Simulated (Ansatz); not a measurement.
The input, for Ansatz 0.2.0:

```yaml
crystal:
  periodic: [false, false, false]
  atoms:
    - {symbol: H, position_ang: [-2.109318, 0.000000, 0.000000]}
    - {symbol: H, position_ang: [-1.018318, 0.000000, 0.000000]}
    - {symbol: C, position_ang: [0.209682, 0.000000, 0.000000]}
    - {symbol: H, position_ang: [0.209682, -1.080023, 0.000000]}
    - {symbol: H, position_ang: [0.209682, 0.540011, 0.935327]}
    - {symbol: H, position_ang: [0.209682, 0.540012, -0.935327]}
basis:
  gaussian: {orbitals: cc-pVTZ-DK, point_charges: [{charge: 1.00, position_ang: [3.302, -0.346, 0.930]}]}
magnetization: {spin_polarized: false, initial_magnetization: 1}
correlation: {active_space: {ras: {orbitals: [4, 1, 94], electrons: 9, max_holes: 2, max_particles: 2}, fixed_orbitals: true}}
scf: {lower_state_search: off}
```

```sh
$ ansatz run in.yaml --threads 1 --pin off --events-out ev --progress --plain --max-ram 2393MiB
```

Roughly how long does this take on 1 thread of Intel Xeon Platinum 8488C, shared host, and how much host memory?

26 s wall and 0.91 GiB.

```
these checks for a lower state are left out or cut short: stability, starts, cluster_reference, orbital_swaps, neighbouring_geometries, increment
540 factors; integrals over basis functions are off by at most 1.3e-3 eV
mean field evaluation 1: about -1105.2579 eV, gradient 2.1e1 eV
mean field evaluation 2: about -1105.2576 eV, gradient 2.1e1 eV
mean field evaluation 4: about -1106.6599 eV, gradient 2.6e0 eV
mean field evaluation 8: about -1106.7626 eV, gradient 1.1e-1 eV
mean field -1106.76265332 eV, -40.6727773189 hartree, gradient 9.8e-7 eV, S^2 0.750000; 0 other end points of the search recorded, 0 dependent functions left out
reference -1106.76265332 eV, -40.6727773189 hartree; 6, 5 occupied and 94, 95 virtual orbitals, 540 factors
state -1112.99453850 eV, -40.9017948752 hartree
Total energy: -1112.99453850 eV, -40.9017948752 hartree
Relativity: scalar
Checks for a lower state left out: stability, starts, cluster_reference, orbital_swaps, neighbouring_geometries, increment
```

Natural occupations: 1.9768 1.9651 1.9650 1.9536 0.9963 0.0269 0.0162 0.0160 0.0154 0.0092 0.0081 0.0080 0.0075 0.0075 0.0037 0.0022 0.0022 0.0021 0.0019 0.0017 0.0013 0.0012 0.0011 0.0009.
